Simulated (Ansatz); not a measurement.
**C2H4N−: one structure at several levels**

An exercise on one series of results from a longer session: the logs are not shown, and one member is left open.

Method: single points in def2-TZVPPD; program: Ansatz 0.2.0, Gaussian basis.

Correlated methods freeze the cores.

**Starting geometry**

SMILES `C=C[NH-]`, 7 atoms, charge -1, spin multiplicity 1.

Atoms are counted from 1 here; the program's logs count them from 0.

Bond lengths: C1–C2 1.409 Å, C1–H4 1.134 Å, C1–H5 1.001 Å, C2–N3 1.279 Å, C2–H6 1.198 Å, N3–H7 1.081 Å. Angles: C2–C1–H4 110.6°, C2–C1–H5 121.7°, H4–C1–H5 127.4°, C1–C2–N3 129.9°, C1–C2–H6 110.5°, N3–C2–H6 117.7°, C2–N3–H7 115.0°.

Coordinates:

```tsv
atom	x (Å)	y (Å)	z (Å)
C1	-0.96000	0.39610	-0.36170
C2	0.27150	0.00930	0.20290
N3	0.95800	-1.05530	0.02440
H4	-1.47260	-0.49080	-0.84710
H5	-1.32580	1.32030	-0.24430
H6	0.82680	0.95500	0.68530
H7	1.95250	-1.03390	0.44850
```

The first run:

run/in.yaml reads:

```yaml
crystal:
  periodic: [false, false, false]
  atoms:
    - {symbol: C, position_ang: [-0.960000, 0.396100, -0.361700]}
    - {symbol: C, position_ang: [0.271500, 0.009300, 0.202900]}
    - {symbol: N, position_ang: [0.958000, -1.055300, 0.024400]}
    - {symbol: H, position_ang: [-1.472600, -0.490800, -0.847100]}
    - {symbol: H, position_ang: [-1.325800, 1.320300, -0.244300]}
    - {symbol: H, position_ang: [0.826800, 0.955000, 0.685300]}
    - {symbol: H, position_ang: [1.952500, -1.033900, 0.448500]}
basis:
  gaussian: {orbitals: "def2-TZVPPD.json"}
total_charge: -1
correlation: {method: ccsd_t}
output: {forces: true}
```

The basis file named in the input lies beside it (Basis Set Exchange, JSON).

The command line of these runs was not kept.

Steps of the session up to this table: CCSD(T)/def2-TZVPPD; PBE0-D4/def2-TZVPPD; wB97M-V/def2-TZVPPD; r2SCAN-D4/def2-TZVPPD; PBE-D4/def2-TZVPPD; wB97X-V/def2-TZVPPD; B97M-V/def2-TZVPPD.

One of the session's tables, all rows but one given; the rest of the session is left out.

| method | RMS force component (eV/Å) | angle to CCSD(T) forces (°) |
| --- | --- | --- |
| CCSD(T) | 2.208 | reference |
| PBE0-D4 | 2.119 | 6.0 |
| wB97M-V | 2.123 | 5.1 |
| r2SCAN-D4 | 2.095 | 4.2 |
| PBE-D4 | ? | ? |
| wB97X-V | 2.177 | 4.3 |
| B97M-V | 2.078 | 6.3 |

Estimate the missing values for PBE-D4.

**Answer.** RMS force component (eV/Å): 2.092; angle to CCSD(T) forces (°): 4.3. In the column «RMS force component (eV/Å)» it lies between B97M-V (2.078) and r2SCAN-D4 (2.095).

To keep in mind: The anion's highest level is positive in at least one run, so there the basis alone may hold the extra electron.
